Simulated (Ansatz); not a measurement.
`C=C(C)C(=C)Cl` + H₂ → `C=CC(=C)C` + HCl at 700 K and 1 bar (hydrogenolysis of a C–Cl bond).

Computed with Ansatz on PBE0-D4/def2-TZVP structures; ΔE is electronic, products minus reactants. CCSD(T)/CBS is the MP2 limit (def2-TZVPP, def2-QZVPP) plus CCSD(T) − MP2 in def2-TZVPP, frozen cores. This one scheme is used for every species. Each species was taken in one conformer, which may not be the lowest.

| species | CCSD(T)/CBS energy (Eh) | H − E (kJ/mol) | S (J/(mol·K)) |
| --- | --- | --- | --- |
| `C=C(C)C(=C)Cl` | -654.22064 | 358.3 | 467.4 |
| H₂ | -1.17544 | 46.8 | 155.3 |
| `C=CC(=C)C` | -195.04374 | 374.2 | 428.5 |
| HCl | -460.38127 | 38.4 | 211.8 |

H − E and S are ideal-gas, rigid-rotor, harmonic terms from PBE0-D4/def2-TZVP, for one conformer and one mirror image of each species. For small species the MP2-based limit differs from directly extrapolated CCSD(T) by up to some mEh (0.8 for H₂); such offsets cancel only in part. 1 Eh = 2625.50 kJ/mol, R = 8.31446 J/(mol·K).

Problem. By hand: ΔE, ΔH, ΔS and ΔG.

Solution. ΔE = (-195.04374) + (-460.38127) − (-654.22064) − (-1.17544) = -0.02893 Eh = -76.0 kJ/mol. Δ(H − E) = 374.2 + 38.4 − 358.3 − 46.8 = 7.5, so ΔH = -68.5 kJ/mol. ΔS = 428.5 + 211.8 − 467.4 − 155.3 = 17.6 J/(mol·K). ΔG = -68.5 − 700 × (17.6)/1000 = -80.8 kJ/mol.

Problem. By hand: the equilibrium constant, and the temperature at which ΔG would vanish if ΔH and ΔS stayed fixed.

Solution. log₁₀ K = −ΔG/(RT ln 10) = 6.0. ΔH and −TΔS have one sign here, so there is no such temperature.

ΔH outweighs TΔS. A doubt of 5 kJ/mol in ΔE shifts log₁₀ K by 0.4 here. Other conformers and mirror images would add mixing entropy, several J/(mol·K) or more a flexible species. These are equilibria of isolated gas molecules and say nothing of rates. Largest T1 diagnostic: 0.011 (customary marks: 0.02 for closed shells, 0.045 for open ones).
